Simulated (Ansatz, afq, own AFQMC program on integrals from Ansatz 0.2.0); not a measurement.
## AFQMC, coupled cluster and functionals along a coordinate of BH3 + Br, doublet

```yaml
atoms:
  - { symbol: B, position_ang: [-2.6288, 0.0000, 0.0000] }
  - { symbol: H, position_ang: [-3.2256, 1.0336, 0.0000] }
  - { symbol: H, position_ang: [-3.2256, -1.0336, 0.0000] }
  - { symbol: H, position_ang: [-1.4354, 0.0000, 0.0000] }
  - { symbol: Br, position_ang: [0.4552, 0.0000, 0.0000] }
```

A hydrogen atom is moved from one rigid fragment to the other; the B1–H4 distance tells how far. The two fragments are held close together, so this isn't a minimum-energy path and the start is a compressed complex. Energies in kJ/mol count from this geometry (1.194 Å) at the same level; the start stands on UHF, each point on the determinant named.

Basis cc-pVTZ. Only valence electrons are correlated. Ansatz 0.2.0 and our own AFQMC program on the same integrals; the CISD trial comes from CCSD amplitudes, and released means the phaseless constraint is let go. ± is one standard error of the sampling. No spin–orbit coupling.

Cautions, each for one point or more: inner d shell frozen; no relativity below Rb; no spin-orbit coupling.

| r(B1–H4) / Å | det. | T1 | weight | ⟨S²⟩ | CCSD | PBE0 | CCSD(T) |
| --- | --- | --- | --- | --- | --- | --- | --- |
| 1.296 | UHF | 0.012 | 0.87 | 0.77 | 8.1 | 1.5 | 6.7 |
| 1.348 | UHF | 0.012 | 0.87 | 0.78 | 16.0 | 6.5 | 13.9 |
| 1.399 | UHF | 0.013 | 0.87 | 0.78 | 24.6 | 12.8 | 21.9 |
| 1.451 | UHF | 0.013 | 0.87 | 0.78 | 33.2 | 19.9 | 30.1 |
| 1.554 | UHF | 0.013 | 0.87 | 0.78 | 48.9 | 35.0 | 45.5 |

Estimate the curve of phaseless AFQMC with a CISD trial, counted from the same start.


```json
{"r(B1–H4) / Å": "1.296", "det.": "UHF", "T1": "0.012", "weight": "0.87", "⟨S²⟩": "0.77", "ph-AFQMC/CISD": "6.9 ± 0.7"}
{"r(B1–H4) / Å": "1.348", "det.": "UHF", "T1": "0.012", "weight": "0.87", "⟨S²⟩": "0.78", "ph-AFQMC/CISD": "12.3 ± 0.7"}
{"r(B1–H4) / Å": "1.399", "det.": "UHF", "T1": "0.013", "weight": "0.87", "⟨S²⟩": "0.78", "ph-AFQMC/CISD": "20.5 ± 0.7"}
{"r(B1–H4) / Å": "1.451", "det.": "UHF", "T1": "0.013", "weight": "0.87", "⟨S²⟩": "0.78", "ph-AFQMC/CISD": "29.4 ± 0.7"}
{"r(B1–H4) / Å": "1.554", "det.": "UHF", "T1": "0.013", "weight": "0.87", "⟨S²⟩": "0.78", "ph-AFQMC/CISD": "45.0 ± 0.7"}
```

Weight is that of the determinant in the CISD state; at the start T1 is 0.012 and the weight 0.88, and ⟨S²⟩ is 0.76. Largest departures from phaseless AFQMC with a CISD trial: CCSD(T) 1.6 kJ/mol at 1.348 (on UHF), CCSD 4.1 kJ/mol at 1.399 (on UHF), PBE0 -10.0 kJ/mol at 1.554. The walk's constraint bias lies outside its error bars, so these are departures and not errors. Functionals count only at points shown to share the start's state and spin.

A walk keeps the symmetry of its determinant, which the program's search chose and which needn't be the lowest solution, so a lower state of the same spin and another symmetry isn't excluded.
